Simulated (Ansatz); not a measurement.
[SiH₃···H···CN], doublet: reading a ladder of total energies

Geometry: a point of a hydrogen-transfer path between rigid fragments, not a stationary point.

```xyz
7

Si   -1.7494    0.0000    0.0000
H    -2.2443    1.3997    0.0000
H    -2.2443   -0.6999    1.2122
H    -2.2443   -0.6999   -1.2122
H     0.4186    0.0000    0.0000
N     2.6687    0.0000    0.0000
C     1.5086    0.0000    0.0000
```

Basis cc-pVDZ; Ansatz 0.2.0. Only valence electrons are correlated (noble-gas cores frozen), which leaves 17 electrons in 59 orbitals. R marks a restricted (for open shells ROHF) determinant, U an unrestricted one.

Full CI isn't at hand for all of this; UCCSDT(Q) serves as the reference, and is uncertain by about the last step of the cluster series.

Runs differ by some tens of microhartree through their thresholds and, for an open shell, their frozen cores, so steps under 0.03 kcal/mol mean nothing.

```
    level  total energy (hartree)
      UHF             -383.490316
     UMP2             -383.872672
    UCCSD             -383.910182
 UCCSD(T)             -383.925056
   UCCSDT             -383.925995
UCCSDT(Q)             -383.927573
```

**Question.** What is the correlation energy at UCCSDT(Q), and what share of it do UMP2 and UCCSDT recover?

**Answer.** E(corr) = -383.927573 − (-383.490316) = -0.437257 hartree = -11.898 eV. UMP2: -0.382356 / -0.437257 = 87.44 %. UCCSDT: -0.435679 / -0.437257 = 99.64 %.

**Question.** By how many kcal/mol does UCCSD(T) miss UCCSDT(Q) (1 hartree = 627.509 kcal/mol), and which steps make up the rest?

**Answer.** -383.925056 − (-383.927573) = 0.002517 hartree = 1.58 kcal/mol. Steps: UCCSDT − UCCSD(T) = -0.59, UCCSDT(Q) − UCCSDT = -0.99 kcal/mol. Differences between like states or geometries often cancel part of this.
